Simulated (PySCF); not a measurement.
Potential energy of N2 along the bond

Set-up: basis N def2-TZVP; no relativity; PySCF 2.14. Energies in eV from N + N in their ground configurations at the same level. State: ¹Σg⁺ (singlet), closed shell.

All columns are PBE0.

```
R (Å)  E (eV)  HOMO (eV)  LUMO (eV)  Mayer bond order  ⟨S²⟩
0.938  -7.123     -12.37       1.73              2.91  0.00
0.982  -8.565     -12.31       1.07              2.89  0.00
1.026  -9.380     -12.26       0.44              2.87  0.00
1.058  -9.676     -12.22      -0.01              2.85  0.00
1.091  -9.759     -12.18      -0.44              2.84  0.00
1.124  -9.674     -12.13      -0.84              2.83  0.00
1.167  -9.356     -12.08      -1.35              2.83  0.00
1.222  -8.726     -12.00      -1.93              2.84  0.00
1.287  -7.751     -11.71      -2.55              2.85  0.00
1.375  -6.266     -11.19      -3.26              2.88  0.00
```
